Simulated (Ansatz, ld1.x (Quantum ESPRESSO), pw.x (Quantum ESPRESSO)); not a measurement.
**Equation-of-state test of one TM potential (caesium (Cs))**

```json
{"Element": "caesium (Cs)", "Generator": "ld1.x (Quantum ESPRESSO) 7.5", "Type": "norm-conserving Troullier–Martins (Kleinman–Bylander form)", "Functional": "PBEsol", "Relativity": "scalar-relativistic", "Frozen core": "[Xe]", "Valence charge": "1", "Reference configuration": "5d0 6s1 6p0", "Partial waves": "6p (bound, empty): rc 4.10 bohr; 5d (bound, empty): rc 4.20 bohr; 6s (bound): rc 4.00 bohr", "Local potential": "the s channel", "Core correction": "none"}
```

Atomic tests: cutoffs needed: 6 Ry and 6 Ry (the cutoffs (Ry, on a coarse ladder) from which the occupation-weighted sum of valence levels, in a spherical-Bessel basis at the reference potential, stays within 10 and 1 mRy of its value at 400 Ry); ghost test: ghost state, extra bound levels that the all-electron valence spectrum of the same l lacks: p at -115.8 eV; a true bound ghost makes a file unfit for plane-wave use (spherical-Bessel basis up to 400 Ry, 20 bohr box); largest excitation error: +72 meV (all-electron minus pseudo) for 5d1 6s0 6p0, out of 4 test configurations.

Crystal test: diamond Cs in pw.x 7.5, no spin, 8³ k-points, Fermi–Dirac smearing 0.01 Ry, cutoffs 35/140 Ry. The reference is all-electron LAPW (Ansatz 0.2.0) with the same functional, mesh and smearing; V0 and B0 come from Birch–Murnaghan fits to the pressures at five volumes. Errors are pseudo minus all-electron; Δ is the rms difference of the E(V) curves that follow from these fits, minima aligned, over ±6 % about the mean V0. Mesh and smearing are coarse, so the numbers serve the comparison and aren't converged zero-temperature values; the lattice is a test structure that the element need not adopt.

All-electron: a0 = 11.084 Å (V0 = 170.21 Å³/atom), B0 = 0.7 GPa.

**Question.** How far does the potential miss the all-electron equation of state?

**Answer.** mean pressure error (GPa): +0.01. The pressure does not cross zero within the volumes sampled, so no fit is given. Note: ghost state, extra bound levels that the all-electron valence spectrum of the same l lacks: p at -115.8 eV. A true bound ghost makes a file unfit for plane-wave use.

```tsv
V (Å³/atom)	P all-electron (GPa)	P pseudo (GPa)
162.141	0.04	0.01
166.408	0.02	0.01
170.675	-0.00	0.01
174.942	-0.02	0.01
179.209	-0.03	0.01
```

**Question.** At the middle volume, how do free energy and pressure move when the wave cutoff is lowered (ecutrho kept at four times it)?

**Answer.**

```tsv
cutoff (Ry)	shift of F (meV/atom)	shift of P (GPa)
16	+387.1	-0.89
21	+250.5	-0.75
28	+15.6	+0.01
```

The run at the middle volume (29 k-points, 7 iterations) took about 36 s on one core of a shared host (Intel(R) Xeon(R) Platinum 8259CL CPU @ 2.50GHz, 96 threads, 755 GiB, load 52).
